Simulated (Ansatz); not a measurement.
Reaction (SMILES): PP (P2H4) + [H][H] (H2) → 2 P (PH3)
B3LYP-D3(BJ)/def2-TZVP geometries, fixed; electronic energies without zero-point terms.

Effect of a fitting basis named in the input at MP2/aug-cc-pV(T+d)Z with Ansatz (a first-principles code), against the last row, where the energy of full hydrogenation is -3.73 kcal/mol. Cores are frozen. The default fits or decomposes integrals by the program's own choice; accuracy: high also tightens integrals, grids and stops.

```tsv
setting	largest shift of a total energy (mEh)	shift of the energy of full hydrogenation (kcal/mol)
fitting: def2-universal-jkfit and def2-SVP-RIFIT	0.376	0.250
fitting: def2-universal-jkfit and cc-pVDZ-RIFIT	0.528	0.276
fitting: def2-universal-jkfit and cc-pVTZ-RIFIT	0.312	-0.015
fitting: def2-universal-jkfit and aug-cc-pVTZ-RIFIT	0.198	-0.024
fitting: def2-universal-jkfit and cc-pVQZ-RIFIT	0.189	-0.019
fitting: def2-universal-jkfit and aug-cc-pVQZ-RIFIT	0.162	-0.023
accuracy: high	-0.001	0.000
accuracy: medium (default)	0.000	0.000
```

Within 0.1 kcal/mol in the energy of full hydrogenation: fitting: def2-universal-jkfit and cc-pVTZ-RIFIT; fitting: def2-universal-jkfit and aug-cc-pVTZ-RIFIT; fitting: def2-universal-jkfit and cc-pVQZ-RIFIT; fitting: def2-universal-jkfit and aug-cc-pVQZ-RIFIT; accuracy: high. The largest shift is 0.528 mEh in a total energy and 0.276 kcal/mol in the difference.
